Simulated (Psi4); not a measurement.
**[HF2]− (SMILES F[H-]F): FNO-MP4/6-31+G(d,p) (density fitting, Cartesian functions, occ tolerance 0.0001)**

What is the energy difference between two shapes of [HF2]− at FNO-MP4/6-31+G** (density fitting, Cartesian functions, occ tolerance 0.0001)? 

The results are computed with Psi4 1.11.

1 further run of the same task is left out (set aside as unsound or not needed).

## (1) Starting point

The species is [HF2]− (3 atoms), meant as a singlet with charge -1. SMILES: `F[H-]F`. Geometry: relaxed at PBE0-D4/def2-TZVPD.

A long bond or contact: F1–H2 1.143 Å.

## (2) The energy at FNO-MP4/6-31+G(d,p) (density fitting, Cartesian functions, occ tolerance 0.0001)

The input, input.json:

```json
{
  "schema_name": "qcschema_input",
  "schema_version": 1,
  "molecule": {
    "schema_name": "qcschema_molecule",
    "schema_version": 2,
    "symbols": ["F", "H", "F"],
    "geometry": [-1.83908146, 0.65082168, -0.92785553, 0.0, 0.0, 0.0, 1.83908146, -0.65082168, 0.92785553],
    "molecular_charge": -1,
    "molecular_multiplicity": 1
  },
  "driver": "energy",
  "model": {
    "method": "fno-mp4",
    "basis": "6-31+G**"
  },
  "keywords": {
    "reference": "rhf",
    "freeze_core": true,
    "occ_tolerance": 0.0001
  }
}
```

On the command line:

```
$ psi4 --qcschema input.json -n 1 --memory 1600MB
```

stdout:

```text
[...]
  Running in d2h symmetry.
[...]
  Nuclear repulsion =   27.080125651462279
[...]
  Multiplicity = 1
[...]
  Nalpha       = 10
  Nbeta        = 10
[...]
    Number of basis functions: 43
[...]
   @RHF iter   1:  -199.41534329668701   -8.33926e-01   2.77810e-02 DIIS/ADIIS
[...]
   @RHF iter  10:  -199.51016443992762   -1.98952e-13   1.27090e-09 DIIS
[...]
    Orbital Energies [Eh]
    ---------------------
    Doubly Occupied:
       1B3u  -25.973396     1Ag   -25.973375     2Ag    -1.261431
       2B3u   -1.214945     3Ag    -0.469834     1B1u   -0.331842
       1B2u   -0.331842     1B2g   -0.306091     1B1g   -0.306091
       3B3u   -0.285959
[...]
  @RHF Final Energy:  -199.51016443992762
   => Energetics <=
    Nuclear Repulsion Energy =             27.0801256514622786
    One-Electron Energy =                -340.2709677072442673
    Two-Electron Energy =                 113.6806776158543926
    Total Energy =                       -199.5101644399276211
[...]
 Multipole Moments:
 ------------------------------------------------------------------------------------
     Multipole            Electronic (a.u.)      Nuclear  (a.u.)        Total (a.u.)
 ------------------------------------------------------------------------------------
 L = 1.  Multiply by 2.5417464519 to convert [e a0] to [Debye]
 Dipole X            :          0.0000000            0.0000000            0.0000000
 Dipole Y            :          0.0000000            0.0000000            0.0000000
 Dipole Z            :          0.0000000            0.0000000            0.0000000
 Magnitude           :                                                    0.0000000
[...]
      * MP2 total energy:                   -199.911881229103
[...]
      * MP2 total energy:                   -199.911881229103
[...]
      * MP3 total energy:                   -199.901060098660
[...]
```

The result, in JSON:

```text
{
 "driver": "energy",
 "model": {
  "method": "fno-mp4",
  "basis": "6-31+G**"
 },
 "success": true,
 "return_result": -199.9235384134228,
 "properties": {
  "calcinfo_nbasis": 43,
  "calcinfo_nmo": 43,
  "calcinfo_nalpha": 10,
  "calcinfo_nbeta": 10,
  "calcinfo_natom": 3,
  "nuclear_repulsion_energy": 27.08012565146228,
  "return_energy": -199.9235384134228,
  "scf_one_electron_energy": -340.27096770724427,
  "scf_two_electron_energy": 113.68067761585439,
  "scf_dipole_moment": [0.0, 0.0, 0.0],
  "scf_total_energy": -199.51016443992762,
  "scf_iterations": 10,
  "mp2_same_spin_correlation_energy": -0.11314668202775523,
  "mp2_opposite_spin_correlation_energy": -0.2885701071480625,
  "mp2_singles_energy": 0.0,
  "mp2_doubles_energy": -0.40171678917581777,
  "mp2_correlation_energy": -0.40171678917581777,
  "mp2_total_energy": -199.91188122910344
 }
}
```

It took 1.6 s on 1 thread of Intel Xeon 6975P-C (Granite Rapids), shared host; peak memory 0.2 GiB.

## (3) The distorted shape, same level

The input, calc.inp:

```
memory 1.6 GB

molecule system {
  -1 1
  F     -1.79609208     0.60852961    -0.93246646
  H     -0.05435041     0.11422450    -0.10884634
  F      1.87580829    -0.61424981     0.81911691
  units au
}

set {
  reference rhf
  freeze_core true
  occ_tolerance 0.0001
}

e_tot, wfn = energy('fno-mp4/6-31+G**', return_wfn=True)
print_variables()
```

On the command line:

```
$ psi4 -n 1 calc.inp calc.out
```

calc.out:

```text
[...]
  Running in cs symmetry.
[...]
  Nuclear repulsion =   27.570767570472384
[...]
  Multiplicity = 1
[...]
  Nalpha       = 10
  Nbeta        = 10
[...]
    Number of basis functions: 43
[...]
   @RHF iter   1:  -199.41473598895143   -8.00153e-01   1.53602e-02 DIIS/ADIIS
[...]
   @RHF iter  10:  -199.50993758025174   -6.13909e-12   8.49892e-09 DIIS
[...]
    Orbital Energies [Eh]
    ---------------------
    Doubly Occupied:
       1Ap   -25.991407     2Ap   -25.950420     3Ap    -1.279092
       4Ap    -1.202390     5Ap    -0.481507     6Ap    -0.344374
       1App   -0.344346     7Ap    -0.292742     2App   -0.292700
       8Ap    -0.280777
[...]
  @RHF Final Energy:  -199.50993758025174
   => Energetics <=
    Nuclear Repulsion Energy =             27.5707675704723840
    One-Electron Energy =                -341.2418979182351677
    Two-Electron Energy =                 114.1611927675110252
    Total Energy =                       -199.5099375802517443
[...]
 Multipole Moments:
 ------------------------------------------------------------------------------------
     Multipole            Electronic (a.u.)      Nuclear  (a.u.)        Total (a.u.)
 ------------------------------------------------------------------------------------
 L = 1.  Multiply by 2.5417464519 to convert [e a0] to [Debye]
 Dipole X            :         -0.1902011           -0.0546290           -0.2448301
 Dipole Y            :          0.0525464            0.0597802            0.1123266
 Dipole Z            :          0.0000000            0.0000000            0.0000000
 Magnitude           :                                                    0.2693678
[...]
      * MP2 total energy:                   -199.909956165890
[...]
      * MP2 total energy:                   -199.909956165890
[...]
      * MP3 total energy:                   -199.899707364721
[...]
```

Run time: 1.6 s. Hardware: 1 thread of Intel Xeon 6975P-C (Granite Rapids), shared host; peak memory 0.2 GiB.

## (4) What came out

Level: FNO-MP4/6-31+G** (density fitting, Cartesian functions, occ tolerance 0.0001), 2 core orbitals frozen.

| quantity | value |
| --- | --- |
| first shape: total energy | -199.92354 Eh |
| first shape: HOMO energy (Hartree–Fock orbitals) | -7.78 eV |
| first shape: LUMO energy (Hartree–Fock orbitals) | 14.09 eV |
| first shape: HOMO–LUMO gap (to an unbound level, set by the basis) | 21.87 eV |
| first shape: correlation energy (2 core orbitals frozen) | -413.4 mEh |
| distorted shape: total energy | -199.92171 Eh |
| distorted shape: HOMO energy (Hartree–Fock orbitals) | -7.64 eV |
| distorted shape: LUMO energy (Hartree–Fock orbitals) | 14.09 eV |
| distorted shape: HOMO–LUMO gap (to an unbound level, set by the basis) | 21.73 eV |
| distorted shape: correlation energy (2 core orbitals frozen) | -411.8 mEh |
| energy change with the atoms displaced | 0.050 eV |

In words: With the atoms displaced the energy rises by 0.05 eV (4.8 kJ/mol). The first shape isn't relaxed at this level, so the change isn't measured from a minimum.
